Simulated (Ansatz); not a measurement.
A nudged elastic band was laid between two geometries of CH5B + FH (9 atoms, charge 0, multiplicity 1).

Method: RKS B3LYP/def2-SVP (Ansatz).

* movable images: 5
* climbing image: yes
* spring: 5.0 eV/Å²
* optimiser: quadratic models (default)
* start path: through a guess of the saddle point
* force threshold: 0.05 eV/Å
* iteration limit: 60
* end points: relaxed

Initial state:

```xyz
9
Properties=species:S:1:pos:R:3
B 0.015 0.061 0.285
C 0.040 0.236 1.851
H -0.897 -0.027 2.371
H 0.895 -0.240 2.360
H 0.169 1.326 2.012
H 1.056 0.040 -0.327
H -1.007 0.272 -0.323
F -0.232 -2.095 0.310
H -0.394 -2.191 1.221
```

Final state:

```xyz
9
Properties=species:S:1:pos:R:3
B -0.058 -0.447 -0.871
C -0.021 -0.129 2.644
H -0.935 0.048 3.228
H 0.840 -0.211 3.322
H 0.139 0.716 1.957
H 1.065 -0.017 -0.983
H -1.057 0.223 -0.964
F -0.202 -1.740 -0.645
H -0.127 -1.062 2.073
```

Task: What changes between the two ends?

Result: Bonds broken: B1–C2, F8–H9. Bonds formed: B1–F8, C2–H9. CH5B + FH becomes BFH2 + CH4.

Task: Give the energies along the band, and the barrier.

Result: The forces met the threshold. The highest image is number 2 of 0 to 6, 0.61 eV above the first end and 2.23 eV above the last; the last end lies 1.62 eV below the first. Neighbouring images differ by up to 1.4 eV, so the band resolves the path poorly. A vibrational analysis at the climbing image gives one clearly imaginary mode, 1163i cm⁻¹: a first-order saddle point. The orbitals stay closed-shell, which can raise the energy where a bond breaks towards radicals; this wasn't checked here.

| image | path coordinate (Å) | energy (eV) | B1–C2 (Å) | F8–H9 (Å) | B1–F8 (Å) |
| --- | --- | --- | --- | --- | --- |
| 0 | 0.00 | 0.00 | 1.58 | 0.93 | 2.17 |
| 1 | 0.61 | 0.10 | 1.59 | 0.94 | 2.00 |
| 2 | 1.21 | 0.61 | 1.73 | 1.14 | 1.65 |
| 3 | 1.88 | -0.81 | 2.18 | 1.71 | 1.38 |
| 4 | 2.55 | -1.47 | 2.68 | 2.18 | 1.33 |
| 5 | 3.22 | -1.61 | 3.12 | 2.59 | 1.32 |
| 6 | 3.89 | -1.62 | 3.53 | 2.80 | 1.32 |

Task: What is the geometry of the highest image?

Result: 
```xyz
9
Properties=species:S:1:pos:R:3
B -0.023 -0.232 0.190
C -0.028 -0.026 1.904
H -0.979 -0.112 2.453
H 0.807 -0.394 2.524
H 0.161 1.053 1.771
H 1.066 -0.002 -0.267
H -1.022 0.235 -0.291
F -0.202 -1.869 0.252
H -0.136 -1.268 1.224
```

Run time: 2.9 min on 1 thread of Arm Neoverse V1, with other jobs on the host, peak memory 0.13 GiB.
